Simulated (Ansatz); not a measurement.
in.yaml

```yaml
crystal:
  periodic: [false, false, false]
  atoms:
    - {symbol: C, position_ang: [0.000000, -0.316122, 2.771335]}
    - {symbol: Ga, position_ang: [0.000000, -0.340545, 0.854372]}
    - {symbol: Si, position_ang: [0.000000, -0.434517, -1.916035]}
    - {symbol: H, position_ang: [0.000000, 1.091184, -1.709672]}
basis:
  gaussian: {orbitals: cc-pVDZ}
magnetization: {spin_polarized: true, initial_magnetization: 2}
hamiltonian: {xc: {name: wB97M-V}}
output: {orbitals: {seedname: orbitals}}
```

```sh
$ ansatz run in.yaml --threads 1 --pin off --events-out ev --progress --plain --max-ram 2393MiB
```

The program prints:

```
  # Of w^i u^j: cxij and so on, Table III.
  gx(w, u) = 1 - cx + cx01*u + cx10*w
  gss(w, u) = css00 + css04*u^4 + css10*w + css20*w^2 + css43*w^4*u^3
  gos(w, u) = cos00 + cos10*w + (cos20 + cos21*u)*w^2 + (cos60 + cos61*u)*w^6
      + integral(e_c_pw_mod_opposite_spin*gos(b97_w_opposite, b97_u_opposite)) + vv10(b, c)
686 factors; integrals over basis functions are off by at most 1.3e-3 eV
203 factors; integrals over basis functions are off by at most 1.2e-5 eV
mean field evaluation 1: about -61293.6688 eV, gradient 2.0e1 eV
mean field evaluation 2: about -61287.6687 eV, gradient 3.3e1 eV
mean field evaluation 4: about -61296.7479 eV, gradient 8.9e-1 eV
mean field evaluation 8: about -61296.7960 eV, gradient 1.6e-1 eV
mean field evaluation 16: about -61296.8010 eV, gradient 6.6e-3 eV
mean field evaluation 32: about -61296.8010 eV, gradient 4.0e-5 eV
mean field -61296.80104298 eV, -2252.6158898655 hartree, gradient 6.9e-6 eV, S^2 2.049384; 4 other end points of the search recorded, 0 dependent functions left out
reference -61296.80108190 eV, -2252.6158912959 hartree; 27, 25 occupied and 37, 39 virtual orbitals, 686 factors
Total energy: -61296.80108190 eV, -2252.6158912959 hartree
```

Ran on 1 thread of Arm Neoverse V2, shared host: 30 s wall, 0.3 GiB peak host memory.
